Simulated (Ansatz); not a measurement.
Input (CCSDT(Q)/cc-pVTZ; Ansatz, a program for electronic structure):

Ansatz 0.2 input:
```yaml
crystal:
  periodic: [false, false, false]
  atoms:
    - {symbol: N, position_ang: [0.00073453, -0.00649234, 0.32080948]}
    - {symbol: O, position_ang: [0.02743334, 1.09989995, -0.11821611]}
    - {symbol: O, position_ang: [-0.02807606, -1.09421916, -0.16249219]}
basis:
  gaussian:
    orbitals: cc-pVTZ
magnetization: {spin_polarized: true, initial_magnetization: 1}
correlation: {method: ccsdt_q, electrons: outside_noble_gas}
```

Output:

```
Functional definition: HF
integrals: 0.20 GiB planned
1163 factors; integrals over basis functions are off by at most 1.6e-7 eV
mean field: 0.24 GiB planned
mean field evaluation 1: about -5551.4853 eV, gradient 2.8e1 eV
mean field evaluation 2: about -5551.4936 eV, gradient 2.8e1 eV
mean field evaluation 4: about -5554.0867 eV, gradient 2.7e0 eV
mean field evaluation 8: about -5554.1395 eV, gradient 1.8e-1 eV
mean field evaluation 16: about -5554.1213 eV, gradient 8.4e-1 eV
mean field evaluation 32: about -5554.1405 eV, gradient 1.2e-5 eV
mean field evaluation 64: about -5552.0083 eV, gradient 1.2e-2 eV
mean field evaluation 96: about -5550.4954 eV, gradient 1.1e-3 eV
mean field evaluation 128: about -5551.6219 eV, gradient 4.2e0 eV
mean field evaluation 160: about -5551.1999 eV, gradient 3.5e-1 eV
mean field evaluation 192: about -5550.4954 eV, gradient 3.0e-3 eV
mean field -5554.14045251 eV, -204.1108968983 hartree, gradient 4.9e-6 eV, S^2 0.769991; 6 other end points of the search recorded, 0 dependent functions left out
determinant -5554.14045251 eV, -204.1108968983 hartree, with singles and doubles -5571.96117878 eV, -204.7657965092 hartree
determinant -5552.00830202 eV, -204.0325418128 hartree, with singles and doubles -5568.42183489 eV, -204.6357280204 hartree
determinant -5551.20840920 eV, -204.0031462938 hartree, with singles and doubles -5569.03174175 eV, -204.6581416839 hartree
determinant -5550.90890321 eV, -203.9921396519 hartree, with singles and doubles -5566.93816870 eV, -204.5812042934 hartree
3 core orbitals not correlated
reference -5554.14045251 eV, -204.1108968983 hartree; 9, 8 occupied and 78, 79 virtual orbitals, 1163 factors
second order -18.18660470 eV of doubles, -0.00000000 eV of singles
coupled cluster: 7.54 GiB planned
cycle   1  -16.91344490 eV  change     1.3e0 eV  update   1.7e-1
cycle   2  -18.08169921 eV  change    -1.2e0 eV  update   1.2e-1
cycle   3  -18.79100715 eV  change   -7.1e-1 eV  update   3.3e-2
cycle   4  -18.81861598 eV  change   -2.8e-2 eV  update   1.4e-2
cycle   5  -18.74491553 eV  change    7.4e-2 eV  update   6.3e-3
cycle   6  -18.73612649 eV  change    8.8e-3 eV  update   3.2e-3
cycle   7  -18.75355377 eV  change   -1.7e-2 eV  update   1.4e-3
cycle   8  -18.75430066 eV  change   -7.5e-4 eV  update   5.9e-4
cycle   9  -18.75176832 eV  change    2.5e-3 eV  update   2.9e-4
cycle  10  -18.75247480 eV  change   -7.1e-4 eV  update   1.5e-4
cycle  11  -18.75210828 eV  change    3.7e-4 eV  update   7.7e-5
cycle  12  -18.75191005 eV  change    2.0e-4 eV  update   4.2e-5
cycle  13  -18.75200944 eV  change   -9.9e-5 eV  update   1.8e-5
cycle  14  -18.75202895 eV  change   -2.0e-5 eV  update   1.0e-5
cycle  15  -18.75201519 eV  change    1.4e-5 eV  update   6.2e-6
cycle  16  -18.75201704 eV  change   -1.9e-6 eV  update   3.2e-6
cycle  17  -18.75201964 eV  change   -2.6e-6 eV  update   1.9e-6
cycle  18  -18.75201891 eV  change    7.3e-7 eV  update   7.6e-7
coupled cluster: 7.54 GiB planned
perturbative correction -0.09345821 eV, -0.0034345259 hartree
Total energy: -5572.98592963 eV, -204.8034554085 hartree
```
